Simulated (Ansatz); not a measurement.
Predict the output of the script below (Ansatz 0.2.0 through its Python package).

The script, `c4h6s_spin.py`:
```python
import logging
import sys

import ansatz as az
from ase import Atoms

logging.basicConfig(stream=sys.stdout, format='%(name)s: %(message)s')
log = logging.getLogger('run')
log.setLevel(logging.INFO)


def main() -> None:
    atoms = Atoms(['C', 'C', 'C', 'S', 'C', 'H', 'H', 'H', 'H', 'H', 'H'], positions=[
        (2.0839, -1.0102, 0.6563),
        (1.4293, -0.0806, 0.2683),
        (0.6353, 1.0594, -0.2033),
        (-0.6761, 0.5711, -1.3654),
        (-1.7305, -0.3696, -0.2347),
        (2.6653, -1.8372, 0.9939),
        (1.2871, 1.7692, -0.7231),
        (0.1849, 1.5959, 0.6378),
        (-2.6363, -0.6758, -0.765),
        (-2.0231, 0.2474, 0.6189),
        (-1.2198, -1.2696, 0.1164),
    ])
    molecule = az.Crystal.molecule_from_ase(atoms)

    calculation = (
        molecule.calculation()
        .basis(gaussian='cc-pVDZ')
        .functional('B3LYP', dispersion='d4')
        .scf(lower_state_search='light')
    )
    found = {}
    for unpaired in [0, 2]:
        r = calculation.spin('collinear', total=unpaired).run(threads=1, backend='cpu').report
        s = unpaired / 2
        found[unpaired] = r['free_energy_ev']
        log.info(f'2S+1 = {unpaired + 1}: E = {found[unpaired]:.5f} eV, <S^2> = {abs(r["mean_field"]["state"]["spin_squared"]):.3f} (pure state {s * (s + 1):.2f})')
    lowest = min(found, key=found.get)
    for unpaired, e in found.items():
        log.info(f'multiplicity {unpaired + 1}: {(e - found[lowest]):.3f} eV above the lowest')


if __name__ == '__main__':
    main()
```

```console
$ python c4h6s_spin.py
run: 2S+1 = 1: E = -15080.17401 eV, <S^2> = 0.000 (pure state 0.00)
run: 2S+1 = 3: E = -15075.07326 eV, <S^2> = 2.006 (pure state 2.00)
run: multiplicity 1: 0.000 eV above the lowest
run: multiplicity 3: 5.101 eV above the lowest
```

In order: multiplicity 1 (+0.00 eV) and multiplicity 3 (+5.10 eV), all at the one geometry.

The settings weren't tested for convergence. The geometry is a force-field or estimated start, not a minimum of this method, and the basis set is short of its limit. All parts are taken at fixed geometry, without zero-point energy. b3lyp holds the VWN-RPA fit, as in Gaussian; the form of ORCA and Turbomole is b3lyp5. Finished in 6.6 s on 1 thread of AMD EPYC 9R45 (Zen 5) (shared host), peak memory 0.36 GiB.
